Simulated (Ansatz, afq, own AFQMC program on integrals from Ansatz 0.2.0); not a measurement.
AlGeH$_{2}$, quartet: a scan with AFQMC

| atom | x (Å) | y (Å) | z (Å) |
| --- | --- | --- | --- |
| Ge | 0.0000 | 0.0000 | 0.6140 |
| Al | 0.0000 | 0.0000 | -1.7653 |
| H | 0.0000 | -1.2613 | 1.5036 |
| H | 0.0000 | 1.2613 | 1.5036 |

The Ge1–Al2 distance is changed with both sides rigid. Energies in kJ/mol count from this geometry (2.379 Å) at the same level; the start stands on UHF, each point on the determinant named.

Basis cc-pVDZ. Only valence electrons are correlated. AFQMC by an in-house program on the Cholesky factors that Ansatz 0.2.0 writes for its CCSD(T) run. ph-AFQMC/CISD is guided by a CISD state made of CCSD amplitudes; releasing the constraint for a short imaginary time cuts its bias at the price of noise, slowly where states lie close. ± is one standard error of the sampling. No spin–orbit coupling.

Cautions, each for one point or more: inner d shell frozen; lower spins were not checked; no relativity below Rb; no spin-orbit coupling.

```json
{"r(Ge1–Al2) / Å": "2.106", "det.": "UHF", "T1": "0.024", "weight": "0.89", "⟨S²⟩": "3.76", "HF": "62.2", "B3LYP": "56.5", "CCSD(T)": "65.8"}
{"r(Ge1–Al2) / Å": "2.631", "det.": "UHF", "T1": "0.033", "weight": "0.87", "⟨S²⟩": "3.78", "HF": "15.2", "B3LYP": "12.6", "CCSD(T)": "11.1"}
{"r(Ge1–Al2) / Å": "4.476", "det.": "UHF", "T1": "0.014", "weight": "0.88", "⟨S²⟩": "3.77", "HF": "86.9", "B3LYP": "112.6", "CCSD(T)": "99.8"}
```

(1) Estimate the curve of CCSDT(Q), counted from the same start.

## Answers

(1) 
| r(Ge1–Al2) / Å | det. | T1 | weight | ⟨S²⟩ | CCSDT(Q) | ph-AFQMC/CISD | released AFQMC |
| --- | --- | --- | --- | --- | --- | --- | --- |
| 2.106 | UHF | 0.024 | 0.89 | 3.76 | 66.4 | 63.5 ± 1.0 | 63.0 ± 1.4 |
| 2.631 | UHF | 0.033 | 0.87 | 3.78 | 10.5 | 11.3 ± 1.0 | 8.3 ± 1.6* |
| 4.476 | UHF | 0.014 | 0.88 | 3.77 | 101.3 | 101.9 ± 0.9 | 99.7 ± 1.3 |

Weight is that of the determinant in the CISD state; at the start T1 is 0.029 and the weight 0.88, and ⟨S²⟩ is 3.76. An asterisk marks released energies that aren't shown to be converged. Largest departures from CCSDT(Q), at the points where its series has closed: CCSD(T) -1.5 kJ/mol at 4.476 (on UHF), ph-AFQMC/CISD -2.9 kJ/mol at 2.106 (on UHF), released AFQMC -3.3 kJ/mol at 2.106 (on UHF), HF -14.4 kJ/mol at 4.476 (on UHF), B3LYP 11.3 kJ/mol at 4.476. Functionals count only at points shown to share the start's state and spin. In this small basis the wave-function levels are far from their limit, so their gap to the functionals isn't the functionals' error. In total energy ph-AFQMC/CISD lies 20 ± 6 meV above CCSDT(Q) at the start, so its agreement along the curve rests in part on cancellation.

CCSDT and higher add their correlation energy to the determinant of the CCSD(T) run, since their own runs factorise the integrals more tightly (a shift of under 2 meV). A walk keeps the symmetry of its determinant, which the program's search chose and which needn't be the lowest solution, so a lower state of the same spin and another symmetry isn't excluded.
